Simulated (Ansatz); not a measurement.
# C₂H₄N₂S: how energies converge with the basis set

The task here is to estimate one member of a computed series from the others.

The runs use Ansatz 0.2.0, Gaussian basis; one geometry, several basis sets.

Plan: PBE0-D4/def2-SVP; ωB97M-V/def2-SVP; PBE0-D4/def2-QZVPP; ωB97M-V/def2-QZVPP; the functionals' def2-TZVPP values are taken from earlier runs.

## Structure used throughout

The geometry comes from an earlier relaxation with PBE0-D4 in a triple-zeta def2 set; it is a stationary point, not always the lowest conformer.

SMILES `NC(N)=C=S`, 9 atoms, charge 0, spin multiplicity 1.

Atoms are counted from 1 here; the program's logs count them from 0.

Bond lengths: N1–C2 1.403 Å, N1–H6 1.009 Å, N1–H7 1.014 Å, C2–N3 1.403 Å, C2–C4 1.318 Å, N3–H8 1.014 Å, N3–H9 1.009 Å, C4–S5 1.563 Å. Angles: C2–N1–H6 113.1°, C2–N1–H7 111.8°, H6–N1–H7 110.9°, N1–C2–N3 113.4°, N1–C2–C4 123.3°, N3–C2–C4 123.3°, C2–N3–H8 111.8°, C2–N3–H9 113.1°, H8–N3–H9 110.9°, C2–C4–S5 180.0°.

The first run:

File in.yaml:

```yaml
crystal:
  periodic: [false, false, false]
  atoms:
    - {symbol: N, position_ang: [-1.246534, -0.370478, 0.415359]}
    - {symbol: C, position_ang: [0.017160, 0.032241, -0.041880]}
    - {symbol: N, position_ang: [1.077996, -0.607364, 0.616681]}
    - {symbol: C, position_ang: [0.190552, 0.923875, -0.996332]}
    - {symbol: S, position_ang: [0.396231, 1.981664, -2.128788]}
    - {symbol: H, position_ang: [-2.001177, 0.167817, 0.016347]}
    - {symbol: H, position_ang: [-1.398397, -1.363283, 0.276267]}
    - {symbol: H, position_ang: [1.074320, -0.414399, 1.612079]}
    - {symbol: H, position_ang: [1.978550, -0.396274, 0.213067]}
basis:
  gaussian: {orbitals: def2-SVP}
hamiltonian: {xc: pbe0, dispersion: d4}
output: {orbitals: {seedname: orbitals}}
```

Launch:

```console
$ ansatz run in.yaml --threads 2 --pin off --events-out ev --progress --plain --max-ram 4352MiB
```

Among the steps run: PBE0-D4 in def2-SVP; ωB97M-V in def2-SVP; PBE0-D4 in def2-QZVPP; ωB97M-V in def2-QZVPP.

One table of the session follows, with a row left open; its other results are not shown here.

It belongs to the step «Functionals by basis». 

```
functional       basis  HOMO (eV)  LUMO (eV)
   PBE0-D4    def2-SVP      -4.99      -1.85
   PBE0-D4  def2-TZVPP      -5.21      -2.06
   PBE0-D4  def2-QZVPP      -5.27      -2.13
   ωB97M-V    def2-SVP          ?          ?
   ωB97M-V  def2-TZVPP      -7.25       0.12
   ωB97M-V  def2-QZVPP      -7.31       0.02
```

**Question.** Estimate the row for ωB97M-V, def2-SVP.

The run gave: HOMO (eV): -7.00; LUMO (eV): 0.41. In the column «HOMO (eV)» it lies between ωB97M-V, def2-TZVPP (-7.25) and PBE0-D4, def2-QZVPP (-5.27).
